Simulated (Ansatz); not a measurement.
**CH₄Si (triplet): wave-function methods side by side at distance C1–H5 along a hydrogen transfer = 1.506 Å, cc-pVDZ**

An exercise on one series of results from a longer session: the logs are not shown, and one member is left open.

Program: Ansatz 0.2.0, Gaussian basis. Level of theory: cc-pVDZ, core rule «outside noble gas», up to 6 orbitals frozen. These are calculated values, not measurements.

To be run: UHF; CCSD(T) on ROHF; CCSD(T) on UHF; BCCD(T) on ROHF; CISD; CCSDT(Q) on ROHF; CCSDT(Q) on UHF; CASSCF and MRCISD+Q, 4 electrons in 4 orbitals; CASSCF and NEVPT2, 4 electrons in 4 orbitals.

2 further runs of the same task are left out: 2 that didn't finish.

## What is computed

The geometry derives from fragments relaxed apart (PBE0/def2-TZVP) and kept rigid, so it is no stationary point. A hydrogen atom is moved between rigid fragments.

6 atoms, charge 0, spin multiplicity 3.

Atoms are counted from 1 here; the program's logs count them from 0.

Bond lengths: C1–H2 1.090 Å, C1–H3 1.090 Å, C1–H4 1.090 Å. Angles: H2–C1–H3 109.5°, H2–C1–H4 109.5°, H3–C1–H4 109.5°.

The first run:

in.yaml reads:

```yaml
crystal:
  periodic: [false, false, false]
  atoms:
    - {symbol: C, position_ang: [-2.083720, 0.000000, 0.000000]}
    - {symbol: H, position_ang: [-2.446926, 1.027301, 0.000000]}
    - {symbol: H, position_ang: [-2.446926, -0.513650, 0.889668]}
    - {symbol: H, position_ang: [-2.446926, -0.513650, -0.889669]}
    - {symbol: H, position_ang: [-0.577720, 0.000000, 0.000000]}
    - {symbol: Si, position_ang: [1.175280, 0.000000, 0.000000]}
basis:
  gaussian: {orbitals: cc-pVDZ}
magnetization: {spin_polarized: true, initial_magnetization: 2}
hamiltonian: {xc: hf}
output: {orbitals: {seedname: orbitals}}
```

Run with:

```sh
$ ansatz run in.yaml --threads 1 --pin off --events-out ev --progress --plain --max-ram 2393MiB
```

Steps of the session up to this table: UHF; CCSD(T) on ROHF; CCSD(T) on UHF; BCCD(T) on ROHF; CISD; CCSDT(Q) on ROHF; CCSDT(Q) on UHF; CASSCF and MRCISD+Q, 4 electrons in 4 orbitals; CASSCF and NEVPT2, 4 electrons in 4 orbitals.

One table of the session follows, with a row left open; its other results are not shown here.

It belongs to the step «Misses and costs». 

| method | from UCCSDT(Q) (meV) |
| --- | --- |
| ROHF | +7524.2 |
| UHF | +7374.6 |
| RMP2 | +1425.4 |
| UMP2 | +1451.7 |
| CISD | +925.6 |
| RCCSD | ? |
| UCCSD | +256.7 |
| RCCSD(T) | +44.0 |
| UCCSD(T) | +45.5 |
| BCCD(T) | +43.6 |
| RCCSDT | +11.0 |
| UCCSDT | +10.9 |
| RCCSDT(Q) | +0.6 |
| UCCSDT(Q) | 0 |
| CASSCF pair | +6783.1 |
| NEVPT2 pair | +1370.2 |
| MRCISD pair | +747.7 |
| MRCISD+Q pair | +56.3 |

**Question.** Estimate the row for RCCSD.

The run gave: from UCCSDT(Q) (meV): +258.7. In the column «from UCCSDT(Q) (meV)» it lies between UCCSD (+256.7) and MRCISD pair (+747.7).

To keep in mind: Restricted and unrestricted rows rest on different reference determinants; where their highest levels disagree by more than a few hundredths of an eV, they describe different states and don't form one ladder.
